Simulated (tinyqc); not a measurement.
Inside a calculation (part 2 of 3). Method: UHF in the sto-6g basis, for CH3, spin multiplicity 2. Computed by tinyqc, a small Python program that keeps every step (integrals from PySCF). Command: `OMP_NUM_THREADS=1 python tinyqc.py 30856 30857 out.jsonl` (the two numbers bound the seeds that draw the settings). One thread of a shared host (Intel(R) Xeon(R) Processor @ 2.60GHz), about 0.2 s of CPU time with the checks.

Geometry (angstrom):
```
atom        x        y       z
C      0.0000   0.0000  0.0710
H      1.1050   0.0000  0.0000
H     -0.5520   0.9570  0.0000
H     -0.5520  -0.9570  0.0000
```

## Iteration 1: diagonalisation and new density

F(alpha) (hartree), lower triangle:
```
           1C 1s    1C 2s   1C 2px   1C 2py   1C 2pz    2H 1s    3H 1s    4H 1s
1C 1s   -10.8707
1C 2s    -2.8313  -1.3542
1C 2px    0.0000   0.0000  -0.2267
1C 2py    0.0000   0.0000   0.0000  -0.2268
1C 2pz    0.0016   0.0073   0.0000   0.0000  -0.2137
2H 1s    -0.7255  -0.6741  -0.4011   0.0000   0.0265  -0.3989
3H 1s    -0.7259  -0.6742   0.2004  -0.3475   0.0265  -0.2188  -0.3990
4H 1s    -0.7259  -0.6742   0.2004   0.3475   0.0265  -0.2188  -0.2187  -0.3990
```

F(beta) (hartree), lower triangle:
```
           1C 1s    1C 2s   1C 2px   1C 2py  1C 2pz    2H 1s    3H 1s    4H 1s
1C 1s   -10.8492
1C 2s    -2.7996  -1.2149
1C 2px    0.0000   0.0000  -0.1901
1C 2py    0.0000   0.0000   0.0000  -0.1903
1C 2pz    0.0004   0.0463   0.0000   0.0000  0.4579
2H 1s    -0.7171  -0.6316  -0.3911   0.0000  0.0270  -0.3810
3H 1s    -0.7174  -0.6318   0.1954  -0.3388  0.0270  -0.2068  -0.3811
4H 1s    -0.7174  -0.6318   0.1954   0.3388  0.0270  -0.2068  -0.2067  -0.3811
```

X:
```
              1        2        3        4        5        6        7        8
1C 1s   -0.3147   0.0000  -0.0001   0.9263   0.3147  -0.0001   0.0000   0.1580
1C 2s    1.4691   0.0000   0.0002  -0.0382   0.0469  -0.0001   0.0000   0.4486
1C 2px  -0.0001   0.0000   1.0998   0.0001   0.0000   0.6115   0.0000   0.0001
1C 2py   0.0000   1.1003   0.0000   0.0000   0.0000   0.0000   0.6114   0.0000
1C 2pz  -0.0838   0.0000   0.0000  -0.3340   0.9410   0.0000   0.0000  -0.0253
2H 1s   -0.6876   0.0000  -1.0144  -0.1548  -0.0528   0.4421   0.0000   0.2963
3H 1s   -0.6881  -0.8786   0.5070  -0.1549  -0.0528  -0.2210   0.3828   0.2963
4H 1s   -0.6881   0.8786   0.5070  -0.1549  -0.0528  -0.2210  -0.3828   0.2963
```

Diagonalise F' = X^T F X, C = X C', fill 5 alpha and 4 beta electrons from the bottom; D(s) = C_occ C_occ^T. Each column has its largest component positive (the first on a tie).

F' = X^T F X (alpha) (hartree), lower triangle:
```
         1       2       3        4        5        6        7        8
1   0.5823
2   0.0000  0.7907
3  -0.0001  0.0000  0.7901
4   0.7882  0.0000  0.0003  -8.6045
5   0.2574  0.0000  0.0001  -2.9947  -1.2832
6  -0.0001  0.0000  0.0493   0.0012   0.0004  -0.4628
7   0.0000  0.0492  0.0000   0.0000   0.0000   0.0000  -0.4629
8   0.0837  0.0000  0.0000  -3.0034  -1.0848   0.0005   0.0000  -1.9087
```

orbital energies (alpha) (hartree): MO1 -10.8750, MO2 -0.7925, MO3 -0.4649, MO4 -0.4647, MO5 -0.2145, MO6 0.6679, MO7 0.7921, MO8 0.7926

coefficients C (alpha):
```
            MO1      MO2      MO3      MO4      MO5      MO6      MO7      MO8
1C 1s    0.9941  -0.2126   0.0000   0.0000  -0.0151  -0.2176   0.0000   0.0000
1C 2s    0.0280   0.6312   0.0000  -0.0001   0.0746   1.3995  -0.0003   0.0000
1C 2px   0.0000   0.0001   0.0000   0.5679   0.0000   0.0003   1.1230   0.0000
1C 2py   0.0000   0.0000   0.5678   0.0000   0.0000   0.0000   0.0000   1.1234
1C 2pz  -0.0007  -0.0110   0.0000   0.0000   0.9969  -0.1036   0.0000   0.0000
2H 1s   -0.0059   0.2350   0.0000   0.4815  -0.0209  -0.7294  -0.9961   0.0000
3H 1s   -0.0059   0.2350   0.4170  -0.2407  -0.0209  -0.7295   0.4981  -0.8629
4H 1s   -0.0059   0.2350  -0.4170  -0.2407  -0.0209  -0.7295   0.4981   0.8629
```

F' = X^T F X (beta) (hartree), lower triangle:
```
         1       2       3        4        5        6        7        8
1   0.6643
2   0.0000  0.8104
3  -0.0001  0.0000  0.8098
4   0.7906  0.0000  0.0003  -8.5139
5   0.2648  0.0000  0.0001  -3.2041  -0.6838
6  -0.0001  0.0000  0.0680   0.0012   0.0004  -0.4393
7   0.0000  0.0679  0.0000   0.0000   0.0000   0.0000  -0.4395
8   0.1612  0.0000  0.0001  -2.9996  -1.0765   0.0004   0.0000  -1.8288
```

orbital energies (beta) (hartree): MO1 -10.8523, MO2 -0.7068, MO3 -0.4431, MO4 -0.4430, MO5 0.4593, MO6 0.7377, MO7 0.8135, MO8 0.8141

coefficients C (beta):
```
            MO1      MO2      MO3      MO4      MO5      MO6      MO7      MO8
1C 1s    0.9950  -0.1988   0.0000   0.0001  -0.0271  -0.2251   0.0000   0.0000
1C 2s    0.0237   0.5585   0.0000  -0.0001   0.1365   1.4255  -0.0004   0.0000
1C 2px   0.0000   0.0001   0.0000   0.5510   0.0000   0.0003   1.1313   0.0000
1C 2py   0.0000   0.0000   0.5510   0.0000   0.0000   0.0000   0.0000   1.1318
1C 2pz  -0.0005  -0.0264   0.0000   0.0000   0.9923  -0.1391   0.0000   0.0000
2H 1s   -0.0050   0.2717   0.0000   0.4963  -0.0405  -0.7158  -0.9887   0.0000
3H 1s   -0.0050   0.2717   0.4298  -0.2482  -0.0405  -0.7158   0.4945  -0.8566
4H 1s   -0.0050   0.2717  -0.4298  -0.2482  -0.0405  -0.7158   0.4945   0.8566
```

D(alpha) after iteration 1, lower triangle:
```
          1C 1s   1C 2s   1C 2px   1C 2py   1C 2pz    2H 1s    3H 1s   4H 1s
1C 1s    1.0336
1C 2s   -0.1075  0.4047
1C 2px   0.0000  0.0000   0.3225
1C 2py   0.0000  0.0000   0.0000   0.3224
1C 2pz  -0.0134  0.0674   0.0000   0.0000   0.9939
2H 1s   -0.0555  0.1465   0.2735   0.0000  -0.0234   0.2876
3H 1s   -0.0555  0.1466  -0.1367   0.2367  -0.0234  -0.0602   0.2875
4H 1s   -0.0555  0.1466  -0.1367  -0.2367  -0.0234  -0.0602  -0.0602  0.2875
```

D(beta) after iteration 1, lower triangle:
```
          1C 1s    1C 2s   1C 2px   1C 2py   1C 2pz    2H 1s    3H 1s   4H 1s
1C 1s    1.0296
1C 2s   -0.0875   0.3125
1C 2px   0.0000   0.0000   0.3036
1C 2py   0.0000   0.0000   0.0000   0.3035
1C 2pz   0.0047  -0.0147   0.0000   0.0000   0.0007
2H 1s   -0.0590   0.1515   0.2735   0.0000  -0.0072   0.3202
3H 1s   -0.0590   0.1516  -0.1367   0.2368  -0.0072  -0.0494   0.3201
4H 1s   -0.0590   0.1516  -0.1367  -0.2368  -0.0072  -0.0494  -0.0493  0.3201
```

## Iteration 2: building the Fock matrix

core Hamiltonian H = T + V (hartree), lower triangle:
```
           1C 1s    1C 2s   1C 2px   1C 2py   1C 2pz    2H 1s    3H 1s    4H 1s
1C 1s   -19.3732
1C 2s    -4.4600  -6.0642
1C 2px    0.0000  -0.0001  -5.1381
1C 2py    0.0000   0.0000   0.0000  -5.1383
1C 2pz    0.0033   0.0325   0.0000   0.0000  -4.9552
2H 1s    -1.1460  -2.5749  -2.1272   0.0000   0.1443  -3.8337
3H 1s    -1.1465  -2.5757   1.0630  -1.8430   0.1444  -0.7110  -3.8342
4H 1s    -1.1465  -2.5757   1.0630   1.8430   0.1444  -0.7110  -0.7106  -3.8342
```

nuclear repulsion = 9.433021 hartree

Given earlier and not repeated: Two-electron integrals (ij|kl) in chemists' order.

J_ij = sum D_kl (ij|kl) with D = D(alpha) + D(beta), K_ij = sum D_kl (ik|jl) for each spin; F = H + J - K(s); E = tr D H + tr D J / 2 - 0.5 sum_s tr D(s) K(s) + E_nn.

Coulomb J (hartree), lower triangle:
```
          1C 1s    1C 2s   1C 2px   1C 2py   1C 2pz   2H 1s   3H 1s   4H 1s
1C 1s   11.8047
1C 2s    2.1733   5.4951
1C 2px   0.0000   0.0001   5.5310
1C 2py   0.0000   0.0000   0.0000   5.5311
1C 2pz  -0.0022  -0.0224   0.0000   0.0000   5.4234
2H 1s    0.5697   2.3225   2.1014   0.0000  -0.1407  4.0071
3H 1s    0.5700   2.3231  -1.0501   1.8206  -0.1407  0.6184  4.0074
4H 1s    0.5700   2.3231  -1.0501  -1.8206  -0.1407  0.6184  0.6180  4.0074
```

exchange K(alpha) (hartree), lower triangle:
```
          1C 1s   1C 2s   1C 2px   1C 2py   1C 2pz   2H 1s   3H 1s   4H 1s
1C 1s    3.6063
1C 2s    0.5957  0.9143
1C 2px   0.0000  0.0000   0.6922
1C 2py   0.0000  0.0000   0.0000   0.6923
1C 2pz  -0.0002  0.0109   0.0000   0.0000   0.8286
2H 1s    0.1642  0.4652   0.4093   0.0000  -0.0259  0.6314
3H 1s    0.1643  0.4653  -0.2045   0.3545  -0.0259  0.1269  0.6315
4H 1s    0.1643  0.4653  -0.2045  -0.3545  -0.0259  0.1269  0.1268  0.6315
```

exchange K(beta) (hartree), lower triangle:
```
          1C 1s    1C 2s   1C 2px   1C 2py   1C 2pz   2H 1s   3H 1s   4H 1s
1C 1s    3.5809
1C 2s    0.5629   0.7486
1C 2px   0.0000   0.0000   0.6426
1C 2py   0.0000   0.0000   0.0000   0.6427
1C 2pz  -0.0006  -0.0346   0.0000   0.0000   0.1493
2H 1s    0.1557   0.4202   0.4010   0.0000  -0.0253  0.6300
3H 1s    0.1557   0.4203  -0.2004   0.3474  -0.0253  0.1169  0.6300
4H 1s    0.1557   0.4203  -0.2004  -0.3474  -0.0253  0.1169  0.1168  0.6300
```

F(alpha) (hartree), lower triangle:
```
           1C 1s    1C 2s   1C 2px   1C 2py   1C 2pz    2H 1s    3H 1s    4H 1s
1C 1s   -11.1749
1C 2s    -2.8824  -1.4834
1C 2px    0.0000   0.0000  -0.2994
1C 2py    0.0000   0.0000   0.0000  -0.2996
1C 2pz    0.0013  -0.0008   0.0000   0.0000  -0.3604
2H 1s    -0.7405  -0.7177  -0.4351   0.0000   0.0296  -0.4580
3H 1s    -0.7409  -0.7179   0.2174  -0.3769   0.0296  -0.2194  -0.4582
4H 1s    -0.7409  -0.7179   0.2174   0.3769   0.0296  -0.2194  -0.2193  -0.4582
```

F(beta) (hartree), lower triangle:
```
           1C 1s    1C 2s   1C 2px   1C 2py  1C 2pz    2H 1s    3H 1s    4H 1s
1C 1s   -11.1495
1C 2s    -2.8496  -1.3177
1C 2px    0.0000   0.0000  -0.2497
1C 2py    0.0000   0.0000   0.0000  -0.2500
1C 2pz    0.0017   0.0447   0.0000   0.0000  0.3189
2H 1s    -0.7320  -0.6727  -0.4268   0.0000  0.0289  -0.4566
3H 1s    -0.7323  -0.6729   0.2133  -0.3698  0.0289  -0.2094  -0.4568
4H 1s    -0.7323  -0.6729   0.2133   0.3698  0.0289  -0.2094  -0.2093  -0.4568
```

total energy of this density = -39.450965 hartree

## Iteration 2: DIIS over 2 matrices

error matrix X^T (FDS - SDF) X (alpha):
```
         1       2       3       4       5        6        7        8
1   0.0000  0.0000  0.0000  0.0452  0.0061   0.0000   0.0000  -0.0498
2   0.0000  0.0000  0.0000  0.0000  0.0000   0.0000  -0.0030   0.0000
3   0.0000  0.0000  0.0000  0.0000  0.0000  -0.0030   0.0000   0.0000
4  -0.0452  0.0000  0.0000  0.0000  0.0000   0.0000   0.0000  -0.0008
5  -0.0061  0.0000  0.0000  0.0000  0.0000   0.0000   0.0000  -0.0001
6   0.0000  0.0000  0.0030  0.0000  0.0000   0.0000   0.0000   0.0000
7   0.0000  0.0030  0.0000  0.0000  0.0000   0.0000   0.0000   0.0000
8   0.0498  0.0000  0.0000  0.0008  0.0001   0.0000   0.0000   0.0000
```

B (overlaps of the stored error matrices):
```
               1              2
1  5.5620734e-01  3.8984302e-02
2  3.8984302e-02  1.3435963e-02
```

Minimise |sum c_i e_i|^2 with sum c_i = 1: solve [B -1; -1 0][c; lambda] = [0; -1] with B_ij = tr e_i^T e_j summed over both spins, and take F = sum c_i F_i.

DIIS coefficients: -0.0520  1.0520

extrapolated F(alpha) (hartree), lower triangle:
```
           1C 1s    1C 2s   1C 2px   1C 2py   1C 2pz    2H 1s    3H 1s    4H 1s
1C 1s   -11.1907
1C 2s    -2.8850  -1.4901
1C 2px    0.0000   0.0000  -0.3031
1C 2py    0.0000   0.0000   0.0000  -0.3034
1C 2pz    0.0013  -0.0012   0.0000   0.0000  -0.3681
2H 1s    -0.7413  -0.7200  -0.4368   0.0000   0.0297  -0.4611
3H 1s    -0.7417  -0.7202   0.2183  -0.3784   0.0297  -0.2195  -0.4613
4H 1s    -0.7417  -0.7202   0.2183   0.3784   0.0297  -0.2195  -0.2194  -0.4613
```

extrapolated F(beta) (hartree), lower triangle:
```
           1C 1s    1C 2s   1C 2px   1C 2py  1C 2pz    2H 1s    3H 1s    4H 1s
1C 1s   -11.1651
1C 2s    -2.8522  -1.3230
1C 2px    0.0000   0.0000  -0.2528
1C 2py    0.0000   0.0000   0.0000  -0.2531
1C 2pz    0.0018   0.0447   0.0000   0.0000  0.3117
2H 1s    -0.7327  -0.6748  -0.4287   0.0000  0.0290  -0.4605
3H 1s    -0.7331  -0.6750   0.2142  -0.3714  0.0290  -0.2096  -0.4607
4H 1s    -0.7331  -0.6750   0.2142   0.3714  0.0290  -0.2096  -0.2095  -0.4607
```

## Iteration 2: diagonalisation and new density

As before.

F' = X^T F X (alpha) (hartree), lower triangle:
```
         1       2       3        4        5        6        7        8
1   0.4771
2   0.0000  0.7225
3   0.0000  0.0000  0.7220
4   0.8528  0.0000  0.0003  -8.8843
5   0.2677  0.0000  0.0001  -3.0382  -1.4536
6  -0.0001  0.0000  0.0465   0.0012   0.0004  -0.5384
7   0.0000  0.0464  0.0000   0.0000   0.0000   0.0000  -0.5386
8   0.0363  0.0000  0.0000  -3.0628  -1.1085   0.0005   0.0000  -2.0095
```

orbital energies (alpha) (hartree): MO1 -11.1938, MO2 -0.8962, MO3 -0.5403, MO4 -0.5401, MO5 -0.3699, MO6 0.5896, MO7 0.7237, MO8 0.7242

coefficients C (alpha):
```
            MO1      MO2      MO3      MO4      MO5      MO6      MO7      MO8
1C 1s    0.9950  -0.2200   0.0000   0.0000  -0.0136  -0.2057   0.0000   0.0000
1C 2s    0.0235   0.6932   0.0000   0.0000   0.0761   1.3698   0.0002   0.0000
1C 2px   0.0000   0.0000   0.0000   0.5706   0.0000  -0.0001   1.1216   0.0000
1C 2py   0.0000   0.0000   0.5706   0.0000   0.0000   0.0000   0.0000   1.1220
1C 2pz  -0.0005  -0.0015   0.0000   0.0000   0.9961  -0.1112   0.0000   0.0000
2H 1s   -0.0047   0.2023   0.0000   0.4791  -0.0298  -0.7385  -0.9975   0.0000
3H 1s   -0.0047   0.2023   0.4148  -0.2395  -0.0298  -0.7391   0.4985  -0.8640
4H 1s   -0.0047   0.2023  -0.4148  -0.2395  -0.0298  -0.7391   0.4985   0.8640
```

F' = X^T F X (beta) (hartree), lower triangle:
```
         1       2       3        4        5        6        7        8
1   0.5691
2   0.0000  0.7418
3   0.0000  0.0000  0.7413
4   0.8413  0.0000  0.0003  -8.7922
5   0.2843  0.0000  0.0001  -3.2481  -0.8447
6  -0.0001  0.0000  0.0849   0.0012   0.0004  -0.5157
7   0.0000  0.0848  0.0000   0.0000   0.0000   0.0000  -0.5159
8   0.1458  0.0000  0.0001  -3.0567  -1.0963   0.0005   0.0000  -1.9273
```

orbital energies (beta) (hartree): MO1 -11.1673, MO2 -0.7953, MO3 -0.5216, MO4 -0.5214, MO5 0.3133, MO6 0.6540, MO7 0.7470, MO8 0.7475

coefficients C (beta):
```
            MO1      MO2      MO3      MO4      MO5      MO6      MO7      MO8
1C 1s    0.9959  -0.2018   0.0000   0.0000  -0.0228  -0.2188  -0.0001   0.0000
1C 2s    0.0192   0.5898   0.0000   0.0000   0.1128   1.4150   0.0004   0.0000
1C 2px   0.0000   0.0000   0.0000   0.5363   0.0000  -0.0003   1.1384   0.0000
1C 2py   0.0000   0.0000   0.5363   0.0000   0.0000   0.0000   0.0000   1.1388
1C 2pz  -0.0005  -0.0273   0.0000   0.0000   0.9944  -0.1227   0.0000   0.0000
2H 1s   -0.0038   0.2558   0.0000   0.5092  -0.0296  -0.7216  -0.9826   0.0000
3H 1s   -0.0038   0.2559   0.4408  -0.2545  -0.0296  -0.7223   0.4909  -0.8510
4H 1s   -0.0038   0.2559  -0.4408  -0.2545  -0.0296  -0.7223   0.4909   0.8510
```

D(alpha) after iteration 2, lower triangle:
```
          1C 1s   1C 2s   1C 2px   1C 2py   1C 2pz    2H 1s    3H 1s   4H 1s
1C 1s    1.0387
1C 2s   -0.1302  0.4869
1C 2px   0.0000  0.0000   0.3256
1C 2py   0.0000  0.0000   0.0000   0.3255
1C 2pz  -0.0137  0.0747   0.0000   0.0000   0.9923
2H 1s   -0.0488  0.1378   0.2734   0.0000  -0.0300   0.2714
3H 1s   -0.0488  0.1379  -0.1367   0.2367  -0.0300  -0.0729   0.2713
4H 1s   -0.0488  0.1379  -0.1367  -0.2367  -0.0300  -0.0729  -0.0729  0.2713
```

D(beta) after iteration 2, lower triangle:
```
          1C 1s    1C 2s   1C 2px   1C 2py   1C 2pz    2H 1s    3H 1s   4H 1s
1C 1s    1.0326
1C 2s   -0.0999   0.3482
1C 2px   0.0000   0.0000   0.2876
1C 2py   0.0000   0.0000   0.0000   0.2876
1C 2pz   0.0050  -0.0161   0.0000   0.0000   0.0007
2H 1s   -0.0554   0.1508   0.2731   0.0000  -0.0070   0.3247
3H 1s   -0.0554   0.1509  -0.1365   0.2364  -0.0070  -0.0641   0.3246
4H 1s   -0.0554   0.1509  -0.1365  -0.2364  -0.0070  -0.0641  -0.0640  0.3246
```

## Iteration 10 (converged): orbitals

converged F(alpha) (hartree), lower triangle:
```
           1C 1s    1C 2s   1C 2px   1C 2py   1C 2pz    2H 1s    3H 1s    4H 1s
1C 1s   -11.1567
1C 2s    -2.8772  -1.5028
1C 2px    0.0000   0.0000  -0.3038
1C 2py    0.0000   0.0000   0.0000  -0.3040
1C 2pz    0.0014  -0.0018   0.0000   0.0000  -0.3584
2H 1s    -0.7396  -0.7166  -0.4311   0.0000   0.0309  -0.4389
3H 1s    -0.7400  -0.7168   0.2154  -0.3735   0.0309  -0.2152  -0.4391
4H 1s    -0.7400  -0.7168   0.2154   0.3735   0.0309  -0.2152  -0.2151  -0.4391
```

converged F(beta) (hartree), lower triangle:
```
           1C 1s    1C 2s   1C 2px   1C 2py  1C 2pz    2H 1s    3H 1s    4H 1s
1C 1s   -11.1246
1C 2s    -2.8414  -1.3073
1C 2px    0.0000   0.0000  -0.2223
1C 2py    0.0000   0.0000   0.0000  -0.2226
1C 2pz    0.0021   0.0470   0.0000   0.0000  0.3304
2H 1s    -0.7300  -0.6700  -0.4244   0.0000  0.0297  -0.4664
3H 1s    -0.7303  -0.6702   0.2121  -0.3676  0.0297  -0.2062  -0.4666
4H 1s    -0.7303  -0.6702   0.2121   0.3676  0.0297  -0.2062  -0.2061  -0.4666
```

As before.

F' = X^T F X (alpha) (hartree), lower triangle:
```
         1       2       3        4        5        6        7        8
1   0.4717
2   0.0000  0.7303
3   0.0000  0.0000  0.7298
4   0.8606  0.0000  0.0003  -8.8534
5   0.2642  0.0000  0.0001  -3.0312  -1.4419
6  -0.0001  0.0000  0.0329   0.0012   0.0004  -0.5287
7   0.0000  0.0328  0.0000   0.0000   0.0000   0.0000  -0.5289
8   0.0085  0.0000  0.0000  -3.0584  -1.1064   0.0005   0.0000  -1.9988
```

orbital energies (alpha) (hartree): MO1 -11.1599, MO2 -0.8974, MO3 -0.5298, MO4 -0.5296, MO5 -0.3607, MO6 0.5956, MO7 0.7307, MO8 0.7312

coefficients C (alpha):
```
            MO1      MO2      MO3      MO4      MO5      MO6      MO7      MO8
1C 1s    0.9950  -0.2242   0.0000   0.0000  -0.0141  -0.2013   0.0000   0.0000
1C 2s    0.0236   0.7203   0.0000   0.0000   0.0814   1.3554   0.0002   0.0000
1C 2px   0.0000   0.0000   0.0000   0.5826   0.0000  -0.0001   1.1154   0.0000
1C 2py   0.0000   0.0000   0.5825   0.0000   0.0000   0.0000   0.0000   1.1159
1C 2pz  -0.0005  -0.0016   0.0000   0.0000   0.9956  -0.1162   0.0000   0.0000
2H 1s   -0.0047   0.1875   0.0000   0.4684  -0.0340  -0.7422  -1.0026   0.0000
3H 1s   -0.0047   0.1876   0.4056  -0.2341  -0.0340  -0.7428   0.5010  -0.8683
4H 1s   -0.0047   0.1876  -0.4056  -0.2341  -0.0340  -0.7428   0.5010   0.8683
```

F' = X^T F X (beta) (hartree), lower triangle:
```
         1       2       3        4        5        6        7        8
1   0.5727
2   0.0000  0.7500
3   0.0000  0.0000  0.7495
4   0.8358  0.0000  0.0003  -8.7582
5   0.2834  0.0000  0.0001  -3.2428  -0.8239
6  -0.0001  0.0000  0.1108   0.0012   0.0004  -0.5035
7   0.0000  0.1107  0.0000   0.0000   0.0000   0.0000  -0.5037
8   0.1545  0.0000  0.0001  -3.0463  -1.0907   0.0005   0.0000  -1.9169
```

orbital energies (beta) (hartree): MO1 -11.1268, MO2 -0.7872, MO3 -0.5134, MO4 -0.5132, MO5 0.3323, MO6 0.6554, MO7 0.7592, MO8 0.7597

coefficients C (beta):
```
            MO1      MO2      MO3      MO4      MO5      MO6      MO7      MO8
1C 1s    0.9960  -0.2003   0.0000   0.0000  -0.0231  -0.2201  -0.0001   0.0000
1C 2s    0.0191   0.5802   0.0000   0.0000   0.1136   1.4189   0.0003   0.0000
1C 2px   0.0000   0.0000   0.0000   0.5130   0.0000  -0.0002   1.1491   0.0000
1C 2py   0.0000   0.0000   0.5130   0.0000   0.0000   0.0000   0.0000   1.1495
1C 2pz  -0.0006  -0.0285   0.0000   0.0000   0.9944  -0.1226   0.0000   0.0000
2H 1s   -0.0038   0.2607   0.0000   0.5291  -0.0289  -0.7200  -0.9720   0.0000
3H 1s   -0.0038   0.2608   0.4581  -0.2645  -0.0289  -0.7206   0.4856  -0.8418
4H 1s   -0.0038   0.2608  -0.4581  -0.2645  -0.0289  -0.7206   0.4856   0.8418
```

D(alpha) after iteration 10, lower triangle:
```
          1C 1s   1C 2s   1C 2px   1C 2py   1C 2pz    2H 1s    3H 1s   4H 1s
1C 1s    1.0405
1C 2s   -0.1392  0.5261
1C 2px   0.0000  0.0000   0.3394
1C 2py   0.0000  0.0000   0.0000   0.3393
1C 2pz  -0.0142  0.0799   0.0000   0.0000   0.9911
2H 1s   -0.0463  0.1322   0.2729   0.0000  -0.0341   0.2557
3H 1s   -0.0463  0.1323  -0.1364   0.2362  -0.0341  -0.0733   0.2557
4H 1s   -0.0463  0.1323  -0.1364  -0.2362  -0.0341  -0.0733  -0.0733  0.2557
```

D(beta) after iteration 10, lower triangle:
```
          1C 1s    1C 2s   1C 2px   1C 2py   1C 2pz    2H 1s    3H 1s   4H 1s
1C 1s    1.0320
1C 2s   -0.0972   0.3370
1C 2px   0.0000   0.0000   0.2632
1C 2py   0.0000   0.0000   0.0000   0.2631
1C 2pz   0.0051  -0.0165   0.0000   0.0000   0.0008
2H 1s   -0.0560   0.1511   0.2714   0.0000  -0.0074   0.3479
3H 1s   -0.0560   0.1512  -0.1357   0.2350  -0.0074  -0.0720   0.3478
4H 1s   -0.0560   0.1512  -0.1357  -0.2350  -0.0074  -0.0720  -0.0719  0.3478
```
